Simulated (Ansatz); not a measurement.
**CHB (singlet): the correlation ladder at a displaced geometry (v2), cc-pVTZ**

How much of the correlation energy of CHB (singlet) does each wave-function method recover here?

Method: cc-pVTZ, core rule «outside noble gas», up to 2 orbitals frozen; program: Ansatz 0.2.0, Gaussian basis.

Plan: UHF; CCSD(T) on RHF; CCSD(T) on UHF; BCCD(T) on RHF; CCSDT(Q) on RHF.

21 further runs of the same task are left out: 6 for a known fault of the program, 6 that didn't finish, 9 set aside as unsound or not needed. Runs told in other sessions of the task aren't counted.

**1. The geometry**

The geometry is a PBE0/def2-TZVP stationary point (not a proven minimum) with its atoms shifted at random (size 0.100 Å).

3 atoms, charge 0, spin multiplicity 1.

Atoms are counted from 1 here; the program's logs count them from 0.

Bond lengths: B1–C2 1.462 Å, B1–H3 1.184 Å. Angles: C2–B1–H3 169.2°.

Coordinates:

```xyz
3
charge 0, multiplicity 1
B     0.0844    0.0052    0.0907
C    -0.0805    0.0136   -1.3619
H    -0.0039   -0.0188    1.2712
```

In the tables R marks a restricted determinant and U an unrestricted one; energies count from the table's Hartree-Fock row.

**2. UHF**

File in.yaml:

```yaml
crystal:
  periodic: [false, false, false]
  atoms:
    - {symbol: B, position_ang: [0.084376, 0.005225, 0.090671]}
    - {symbol: C, position_ang: [-0.080498, 0.013599, -1.361892]}
    - {symbol: H, position_ang: [-0.003878, -0.018825, 1.271221]}
basis:
  gaussian: {orbitals: cc-pVTZ}
magnetization: {spin_polarized: true, initial_magnetization: 0}
hamiltonian: {xc: hf}
output: {orbitals: {seedname: orbitals}}
```

On the command line:

```bash
$ ansatz run in.yaml --threads 1 --pin off --events-out ev --progress --plain --max-ram 2393MiB
```

Log:

```text
Functional definition: HF
  name "HF"
  cite "Fock, Z. Phys. 61, 126 (1930) doi:10.1007/BF01340294"
  parent pbe
  exchange = exact_x
  correlation = 0
530 factors; their error is unknown
mean field evaluation 1: about -1711.0225 eV, gradient 9.8e0 eV
mean field evaluation 2: about -1711.7874 eV, gradient 3.6e0 eV
mean field evaluation 4: about -1711.9284 eV, gradient 4.4e-1 eV
mean field evaluation 8: about -1711.9355 eV, gradient 1.1e-1 eV
mean field evaluation 16: about -1711.0318 eV, gradient 9.8e0 eV
mean field evaluation 32: about -1713.0821 eV, gradient 6.9e-6 eV
mean field evaluation 64: about -1713.0827 eV, gradient 1.2e-5 eV
mean field evaluation 96: about -1712.5253 eV, gradient 1.1e-1 eV
mean field evaluation 128: about -1713.0822 eV, gradient 2.5e-3 eV
mean field evaluation 160: about -1713.0822 eV, gradient 9.8e-4 eV
mean field evaluation 192: about -1712.8779 eV, gradient 9.8e-1 eV
mean field evaluation 224: about -1712.1920 eV, gradient 1.1e0 eV
mean field evaluation 256: about -1712.1500 eV, gradient 7.0e-1 eV
mean field evaluation 288: about -1712.3236 eV, gradient 1.3e0 eV
mean field evaluation 320: about -1711.9238 eV, gradient 3.0e0 eV
mean field evaluation 352: about -1711.9465 eV, gradient 3.7e-6 eV
mean field -1713.08270950 eV, -62.9546284050 hartree, gradient 9.5e-7 eV, S^2 1.019172; 9 other end points of the search recorded, 0 dependent functions left out
reference -1713.08270950 eV, -62.9546284050 hartree; 6, 6 occupied and 68, 68 virtual orbitals, 530 factors
Total energy: -1713.08270950 eV, -62.9546284050 hartree
```

Wall time 2.3 s (1 thread of Arm Neoverse V2, shared host).

From the report: ⟨S²⟩ of the determinant 1.019 (pure singlet: 0.00). The determinant of HF (⟨S²⟩ 1.02) is far from a pure spin state, so its energy mixes those of several spin states; that is harmless only where they are near-degenerate.

The unrestricted solution breaks the spin symmetry, so the restricted determinant is unstable here.

**3. CCSD(T) on RHF**

in.yaml, as its differences from that of step 2:

```diff
@@ -8,4 +8,3 @@
   gaussian: {orbitals: cc-pVTZ}
-magnetization: {spin_polarized: true, initial_magnetization: 0}
-hamiltonian: {xc: hf}
-output: {orbitals: {seedname: orbitals}}
+magnetization: {spin_polarized: false}
+correlation: {method: ccsd_t, electrons: outside_noble_gas}
```

The command is unchanged.

Log, cut to the lines that bear on the results:

```text
Functional definition: HF
  name "HF"
  cite "Fock, Z. Phys. 61, 126 (1930) doi:10.1007/BF01340294"
  parent pbe
[...]
428 factors; integrals over basis functions are off by at most 1.4e-3 eV
[...]
mean field -1711.94654874 eV, -62.9128752671 hartree, gradient 2.6e-6 eV, S^2 0.000000; 8 other end points of the search recorded, 0 dependent functions left out; unrestricted orbitals would lower it
[...]
determinant -1711.94654874 eV, -62.9128752671 hartree, with singles and doubles -1718.40378933 eV, -63.1501744819 hartree
determinant -1711.94639680 eV, -62.9128696835 hartree, with singles and doubles -1718.39994460 eV, -63.1500331908 hartree
determinant -1711.94654874 eV, -62.9128752671 hartree, with singles and doubles -1718.28290843 eV, -63.1457321908 hartree
determinant -1711.94639680 eV, -62.9128696835 hartree, with singles and doubles -1718.27732901 eV, -63.1455271510 hartree
[...]
unrestricted determinant -1713.08271347 eV, -62.9546285510 hartree, S^2 1.0192
2 core orbitals not correlated: weight in the atoms' cores, before any rotation towards them, 1.000 or more for the frozen orbitals, at most 0.000 for the correlated occupied ones
reference -1711.94654874 eV, -62.9128752671 hartree; 4, 4 occupied and 68, 68 virtual orbitals, 428 factors
second order -5.39765320 eV of doubles, -0.00000000 eV of singles
cycle   1  -6.33635663 eV  change    3.1e-6 eV  update   4.2e-6
cycle   2  -6.33635463 eV  change    2.0e-6 eV  update   2.9e-6
perturbative correction -0.29857023 eV, -0.0109722537 hartree
Total energy: -1718.58147360 eV, -63.1567042586 hartree
```

Wall time 7.5 s (1 thread of Arm Neoverse V2, shared host).

From the report: correlation -6.6349 eV; T1 0.025; largest double amplitude 0.11.

**4. CCSD(T) on UHF**

in.yaml, as its differences from that of step 3:

```diff
@@ -8,3 +8,3 @@
   gaussian: {orbitals: cc-pVTZ}
-magnetization: {spin_polarized: false}
+magnetization: {spin_polarized: true, initial_magnetization: 0}
 correlation: {method: ccsd_t, electrons: outside_noble_gas}
```

Launched as before.

Log, cut to the lines that bear on the results:

```text
Functional definition: HF
  name "HF"
  cite "Fock, Z. Phys. 61, 126 (1930) doi:10.1007/BF01340294"
  parent pbe
[...]
428 factors; integrals over basis functions are off by at most 1.4e-3 eV
[...]
mean field -1713.08272611 eV, -62.9546290155 hartree, gradient 2.4e-6 eV, S^2 1.019172; 24 other end points of the search recorded, 0 dependent functions left out
determinant -1713.08272611 eV, -62.9546290155 hartree, with singles and doubles -1718.95088663 eV, -63.1702799368 hartree
determinant -1713.08208304 eV, -62.9546053829 hartree, with singles and doubles -1718.95188439 eV, -63.1703166039 hartree
determinant -1712.54141007 eV, -62.9347360178 hartree, with singles and doubles -1718.49992833 eV, -63.1537075251 hartree
determinant -1712.12746737 eV, -62.9195239042 hartree, with singles and doubles -1718.19256161 eV, -63.1424120064 hartree
[...]
determinant -1712.54141007 eV, -62.9347360178 hartree, with singles and doubles -1718.42014432 eV, -63.1507755169 hartree
determinant -1711.94654874 eV, -62.9128752671 hartree, with singles and doubles -1718.28289922 eV, -63.1457318523 hartree
determinant -1711.94639681 eV, -62.9128696838 hartree, with singles and doubles -1718.27733118 eV, -63.1455272308 hartree
2 core orbitals not correlated: weight in the atoms' cores, before any rotation towards them, 1.000 or more for the frozen orbitals, at most 0.000 for the correlated occupied ones
reference -1713.08272611 eV, -62.9546290155 hartree; 4, 4 occupied and 68, 68 virtual orbitals, 428 factors
second order -4.92900585 eV of doubles, -0.00000000 eV of singles
cycle   1  -5.77736123 eV  change    5.4e-8 eV  update   3.0e-6
perturbative correction -0.28082169 eV, -0.0103200068 hartree
WARN: the results are in doubt because among natural orbitals full CI differs from the method by +0.658 eV
Total energy: -1719.14090904 eV, -63.1772631316 hartree
In doubt: among natural orbitals full CI differs from the method by +0.658 eV
```

Run time: 26 s. Hardware: 1 thread of Arm Neoverse V2, shared host; peak memory 0.28 GiB.

From the report: ⟨S²⟩ of the determinant 1.019 (pure singlet: 0.00); correlation -6.0582 eV; T1 0.020; largest double amplitude 0.09. The determinant of CCSD(T) (⟨S²⟩ 1.02) is far from a pure spin state, so its energy mixes those of several spin states; high orders of coupled cluster remove much of that, low ones don't. The program marks this result as in doubt; its last lines say why.

**5. BCCD(T) on RHF**

in.yaml, as its differences from that of step 4:

```diff
@@ -8,3 +8,3 @@
   gaussian: {orbitals: cc-pVTZ}
-magnetization: {spin_polarized: true, initial_magnetization: 0}
-correlation: {method: ccsd_t, electrons: outside_noble_gas}
+magnetization: {spin_polarized: false}
+correlation: {method: bccd_t, electrons: outside_noble_gas}
```

The command is unchanged.

Log, cut to the lines that bear on the results:

```text
Functional definition: HF
  name "HF"
  cite "Fock, Z. Phys. 61, 126 (1930) doi:10.1007/BF01340294"
  parent pbe
[...]
428 factors; integrals over basis functions are off by at most 1.4e-3 eV
[...]
mean field -1711.94654874 eV, -62.9128752671 hartree, gradient 2.6e-6 eV, S^2 0.000000; 8 other end points of the search recorded, 0 dependent functions left out; unrestricted orbitals would lower it
[...]
determinant -1711.94654874 eV, -62.9128752671 hartree, with singles and doubles -1718.40378933 eV, -63.1501744819 hartree
determinant -1711.94639680 eV, -62.9128696835 hartree, with singles and doubles -1718.39994460 eV, -63.1500331908 hartree
determinant -1711.94654874 eV, -62.9128752671 hartree, with singles and doubles -1718.28290843 eV, -63.1457321908 hartree
determinant -1711.94639680 eV, -62.9128696835 hartree, with singles and doubles -1718.27732901 eV, -63.1455271510 hartree
[...]
unrestricted determinant -1713.08271347 eV, -62.9546285510 hartree, S^2 1.0192
2 core orbitals not correlated: weight in the atoms' cores, before any rotation towards them, 1.000 or more for the frozen orbitals, at most 0.000 for the correlated occupied ones
reference -1711.94654874 eV, -62.9128752671 hartree; 4, 4 occupied and 68, 68 virtual orbitals, 428 factors
second order -5.39765320 eV of doubles, -0.00000000 eV of singles
cycle   1  -6.32511923 eV  change    1.1e-2 eV  update   7.3e-3
[...]
cycle  14  -6.32364296 eV  change   -3.0e-6 eV  update   4.5e-6
perturbative correction -0.30951637 eV, -0.0113745169 hartree
Total energy: -1718.57970807 eV, -63.1566393763 hartree
```

Run time: 8.5 s. Hardware: 1 thread of Arm Neoverse V2, shared host.

From the report: correlation -6.6332 eV; largest double amplitude 0.11.

**6. CCSDT(Q) on RHF**

in.yaml, as its differences from that of step 5:

```diff
@@ -9,2 +9,2 @@
 magnetization: {spin_polarized: false}
-correlation: {method: bccd_t, electrons: outside_noble_gas}
+correlation: {method: ccsdt_q, electrons: outside_noble_gas}
```

Same command.

Log, cut to the lines that bear on the results:

```text
Functional definition: HF
  name "HF"
  cite "Fock, Z. Phys. 61, 126 (1930) doi:10.1007/BF01340294"
  parent pbe
[...]
872 factors; integrals over basis functions are off by at most 2.0e-7 eV
[...]
mean field -1711.94655522 eV, -62.9128755051 hartree, gradient 1.1e-6 eV, S^2 0.000000; 8 other end points of the search recorded, 0 dependent functions left out; unrestricted orbitals would lower it
[...]
determinant -1711.94655522 eV, -62.9128755051 hartree, with singles and doubles -1718.40381477 eV, -63.1501754169 hartree
determinant -1711.94640336 eV, -62.9128699246 hartree, with singles and doubles -1718.39997065 eV, -63.1500341481 hartree
determinant -1711.94655522 eV, -62.9128755051 hartree, with singles and doubles -1718.28291028 eV, -63.1457322588 hartree
determinant -1711.94640336 eV, -62.9128699246 hartree, with singles and doubles -1718.27733119 eV, -63.1455272309 hartree
unrestricted determinant -1713.08273493 eV, -62.9546293396 hartree, S^2 1.0192
2 core orbitals not correlated: weight in the atoms' cores, before any rotation towards them, 1.000 or more for the frozen orbitals, at most 0.000 for the correlated occupied ones
reference -1711.94655522 eV, -62.9128755051 hartree; 4, 4 occupied and 68, 68 virtual orbitals, 872 factors
second order -5.39767892 eV of doubles, -0.00000000 eV of singles
cycle   1  -5.95908668 eV  change   -5.6e-1 eV  update   8.3e-2
[...]
cycle  47  -6.72783597 eV  change    2.5e-7 eV  update   9.0e-8
perturbative correction -0.07892490 eV, -0.0029004367 hartree
WARN: these amplitudes may be one of several solutions (largest doubles amplitude 0.53, level shift 0.00 eV)
Total energy: -1718.75331609 eV, -63.1630193533 hartree
```

It took 62 s on 1 thread of Arm Neoverse V2, shared host; peak memory 0.51 GiB.

From the report: correlation -6.8068 eV; T1 0.027; largest double amplitude 0.53. The report flags that the cluster equations may have other roots.

**7. Misses and costs**

No level here is safe as a reference; RCCSDT(Q) serves as a yardstick only. Rows without a time are mean-field rows or come out of runs for another level: lower rungs of the coupled-cluster runs, or the Hartree-Fock search.

Differences are taken before rounding.

```tsv
method	energy from the lowest RHF (kJ/mol)	from RCCSDT(Q) (kJ/mol)	time
RHF	0.0	+656.8	
UHF	-109.6	+547.1	
RMP2	-520.8	+136.0	
UMP2	-585.2	+71.6	
RCCSD	-611.4	+45.4	
UCCSD	-667.1	-10.3	
RCCSD(T)	-640.2	+16.6	7.5 s
UCCSD(T)	-694.2	-37.4	26 s
BCCD(T)	-640.0	+16.8	8.5 s
RCCSDT	-649.1	+7.6	
RCCSDT(Q)	-656.8	0	62 s
```

The program flags UCCSD(T), RCCSDT(Q) as in doubt (see the logs), so the zero of the table is itself unsure.

**8. Outcome**

| quantity | value |
| --- | --- |
| RCCSDT(Q) from the RHF energy | -6.8068 eV |
| RMP2 from RCCSDT(Q) | +136.0 kJ/mol |
| UMP2 from RCCSDT(Q) | +71.6 kJ/mol |
| RCCSD from RCCSDT(Q) | +45.4 kJ/mol |
| RCCSD(T) from RCCSDT(Q) | +16.6 kJ/mol |
| UCCSD(T) from RCCSDT(Q) | -37.4 kJ/mol |
| T1 diagnostic | 0.025 |

What this shows: RCCSD(T) lands +16.6 kJ/mol from the yardstick (2.5 % of the correlation energy). CCSD(T) misses by +16.6 kJ/mol on the restricted determinant and by -37.4 kJ/mol on the unrestricted one; the two need not hold the same state or core. Warnings: restricted reference is unstable; spin contamination; large T1 diagnostic.

The restricted and unrestricted ladders end 0.56 eV apart at CCSD(T), which points to two states or an unsound top rung; rows of one don't measure the error of the other.
